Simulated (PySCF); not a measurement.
Gas-phase reaction: 2 C₂H₅OH + C₄H₁₀ (n-butane) = 2 HCHO (formaldehyde) + 3 C₂H₆

Computed with PySCF and rigid-rotor harmonic-oscillator thermochemistry at 1 bar. The comparison is the NASA 1993 polynomial table, which mixes measured and estimated data. † marks an energy on the PBE0/def2-TZVP geometry and frequencies; other levels use their own. All species are closed-shell singlets.

PBE0/def2-TZVP gives ΔH°(298 K) = 130.4 kJ.

Task: What does BLYP/def2-TZVP† give, and where does the table lie?

Result: BLYP/def2-TZVP†: 36.8 kJ. Table: 127.0 kJ.
